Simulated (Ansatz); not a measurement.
**C3H5FO2: one species, many methods**

The task here is to estimate one member of a computed series from the others.

The runs use Ansatz 0.2.0, Gaussian basis; functionals in def2-TZVPP, the program's frozen cores in correlated methods.

Levels to be run: PBE-D4, r2SCAN-D4, PBE0-D4, B3LYP-D4, ωB97X-V, ωB97M-V, B2PLYP; CCSD(T)/def2-TZVPP; MP2/def2-QZVPP; extrapolation to the limit.

### The geometry

All runs share one geometry, relaxed beforehand with PBE0-D4 in a triple-zeta def2 set.

11 atoms, charge 0, spin multiplicity 1.

Atoms are counted from 1 here; the program's logs count them from 0.

Bond lengths: C1–O2 1.424 Å, C1–H7 1.088 Å, C1–H8 1.092 Å, C1–H9 1.093 Å, O2–C3 1.344 Å, C3–F4 1.356 Å, C3–C5 1.442 Å, C3–O6 1.375 Å, C5–O6 1.454 Å, C5–H10 1.085 Å, C5–H11 1.085 Å. Angles: O2–C1–H7 106.2°, O2–C1–H8 110.9°, O2–C1–H9 110.5°, H7–C1–H8 109.6°, H7–C1–H9 109.7°, H8–C1–H9 109.9°, C1–O2–C3 113.8°, O2–C3–F4 111.9°, O2–C3–C5 122.0°, O2–C3–O6 119.4°, F4–C3–C5 119.3°, F4–C3–O6 113.3°, C5–C3–O6 62.1°, C3–C5–O6 56.7°, C3–C5–H10 119.4°, C3–C5–H11 119.1°, O6–C5–H10 114.8°, O6–C5–H11 114.4° and more.

Set-up of the first run:

File in.yaml:

```yaml
crystal:
  periodic: [false, false, false]
  atoms:
    - {symbol: C, position_ang: [-1.521478, 0.743533, 0.416519]}
    - {symbol: O, position_ang: [-0.808067, -0.426772, 0.028656]}
    - {symbol: C, position_ang: [0.524015, -0.322608, 0.169490]}
    - {symbol: F, position_ang: [0.889749, -0.247011, 1.472656]}
    - {symbol: C, position_ang: [1.440881, -0.889383, -0.788471]}
    - {symbol: O, position_ang: [1.222958, 0.540629, -0.641480]}
    - {symbol: H, position_ang: [-2.568134, 0.548042, 0.194078]}
    - {symbol: H, position_ang: [-1.403870, 0.936252, 1.485223]}
    - {symbol: H, position_ang: [-1.178625, 1.608174, -0.157684]}
    - {symbol: H, position_ang: [1.054521, -1.315838, -1.708633]}
    - {symbol: H, position_ang: [2.413549, -1.232016, -0.449955]}
basis:
  gaussian: {orbitals: def2-TZVPP}
hamiltonian: {xc: pbe, dispersion: d4}
output: {forces: true, orbitals: {seedname: orbitals}}
```

The run is started by

```console
ansatz run in.yaml --threads 4 --pin off --events-out ev --progress --plain --max-ram 10444MiB
```

Among the steps run: PBE-D4 (GGA); r2SCAN-D4 (meta-GGA); PBE0-D4 (hybrid); B3LYP-D4 (hybrid); ωB97X-V (range-separated); ωB97M-V (range-separated); B2PLYP (double hybrid); CCSD(T) in def2-TZVPP; MP2 in def2-QZVPP.

One table of the session follows, with a row left open; its other results are not shown here.

It belongs to the step «Atomisation energies». 

```
            method  atomisation energy (kJ/mol)
            PBE-D4                            ?
         r2SCAN-D4                       4457.5
           PBE0-D4                       4463.3
          B3LYP-D4                       4415.1
           ωB97X-V                       4449.4
           ωB97M-V                       4449.9
            B2PLYP                       4379.9
     HF/def2-TZVPP                       3044.2
    MP2/def2-TZVPP                       4437.8
   CCSD/def2-TZVPP                       4220.3
CCSD(T)/def2-TZVPP                       4305.7
           MP2/CBS                       4557.2
       CCSD(T)/CBS                       4425.2
```

Estimate the missing values for PBE-D4.

**Answer.** atomisation energy (kJ/mol): 4601.7. In the column «atomisation energy (kJ/mol)» it is the highest.

Caveats from the session: Free atoms (3 C, 2 O, 1 F, 5 H) were run apart at each level; the atomisation energy is their sum less the molecule, without zero-point or spin-orbit terms.
